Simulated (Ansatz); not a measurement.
A run of Ansatz (development build ahead of 0.2.0) on quartet HF₂ at this shape:

```yaml
atoms:
  - { symbol: H, position_ang: [0.0000, 0.0000, 0.0000] }
  - { symbol: F, position_ang: [0.0000, 1.6860, 1.2937] }
  - { symbol: F, position_ang: [0.0000, -1.6860, 1.2937] }
```

Its results:

| Item | Value |
| --- | --- |
| Converged | yes |
| Total energy | -199.97474 hartree |
| Spin squared of the determinant | 3.750 |
| Stability test | minimum among restricted orbitals |

(1) Which input gives this output? Name the method, the orbitals and the basis set, and write the input.

Answers

(1) ωB97X (restricted open-shell) in pcseg-2.

```yaml
crystal:
  periodic: [false, false, false]
  atoms:
    - { symbol: H, position_ang: [0.0, 0.0, 0.0] }
    - { symbol: F, position_ang: [0.0, 1.686, 1.2937] }
    - { symbol: F, position_ang: [0.0, -1.686, 1.2937] }
basis:
  gaussian: { orbitals: pcseg-2 }
magnetization:
  initial_magnetization: 3
hamiltonian:
  xc: { name: wB97X }
```

Caution: stretched shape with no unrestricted run beside it, a lower state can exist; charge can spread falsely over distant fragments; other spin multiplicities may lie lower.
